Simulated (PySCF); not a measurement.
tetrafluoroethylene cation (C₂F₄), SMILES FC(F)=C(F)F (connectivity only; charge and spin as stated), charge +1, multiplicity 2.

Geometry: PBE0-D3(BJ)/def2-SVP. The spin state was assumed, not searched.

These are PySCF with PBE/def2-TZVP values and carry that method's errors.

Gas-phase values at a fixed geometry.

```json
{
 "total_energy": "-474.92386 hartree",
 "point_group": "D2h",
 "α spin, highest occupied and lowest empty level": "-13.72 and -8.85 eV",
 "β spin, highest occupied and lowest empty level": "-17.93 and -12.62 eV",
 "dipole_moment_about_the_centre_of_nuclear_charge": "0.00 D",
 "mean_static_polarisability": "25.7 bohr³ (3.81 Å³)",
 "polarisability_principal_values": "15.2, 27.7, 34.3 bohr³",
 "⟨S²⟩": "0.752 (pure state 0.75)"
}
```
